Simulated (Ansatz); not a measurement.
# BClH4O: the cost of one run

Method: RKS PBE-D4/6-31G*, in Ansatz 0.2.0.

**1. The system as given**

Bond lengths: B1–Cl2 2.210 Å, B1–O3 1.410 Å, O3–H4 1.010 Å, B1–H5 1.190 Å, Cl2–H7 1.516 Å. Angles: B1–Cl2–H7 56.2°, Cl2–B1–O3 120.0°, Cl2–B1–H5 120.0°, O3–B1–H5 120.0°, B1–O3–H4 109.5°.

As a file:

```xyz
7

B     0.0000    0.0000    0.0000
Cl    0.0000    0.0000    2.2100
O     1.2211    0.0000   -0.7050
H     1.5209   -0.9519   -0.8599
H    -1.0305    0.0000   -0.5950
H     0.0668    1.4124    0.4698
H     0.0595    1.2578    1.3665
```

**2. Pulling towards end A**

Springs on the bonds that form and break draw the guess towards this end; the thresholds are loose.

input.yaml

```yaml
crystal:
  periodic: [false, false, false]
  atoms:
    - { symbol: B, position_ang: [0.0, 0.0, 0.0] }
    - { symbol: Cl, position_ang: [0.0, 0.0, 2.21] }
    - { symbol: O, position_ang: [1.2211, 0.0, -0.705] }
    - { symbol: H, position_ang: [1.5209, -0.9519, -0.8599] }
    - { symbol: H, position_ang: [-1.0305, 0.0, -0.595] }
    - { symbol: H, position_ang: [0.0668, 1.4124, 0.4698] }
    - { symbol: H, position_ang: [0.0595, 1.2578, 1.3665] }
basis:
  gaussian: { orbitals: "6-31G*" }
hamiltonian:
  xc: pbe
  dispersion: d4
relax:
  f_tol: 0.15
  max_steps: 25
  restrain:
    - { distance: [0, 5], at: 2.39, k: 30.0 }
    - { distance: [6, 1], at: 2.57, k: 30.0 }
    - { distance: [0, 1], at: 1.86, k: 30.0 }
    - { distance: [6, 5], at: 0.66, k: 30.0 }
```

Run with:

```bash
$ ansatz run input.yaml --threads 1 --pin off --max-ram 2048MiB --backend cpu --events-out ev --progress --plain --runs-dir out
```

**Question.** How long does this run take on 1 thread of Arm Neoverse V1, shared host, and how much memory does it need?

About 19 s, with a peak of 0.12 GiB.
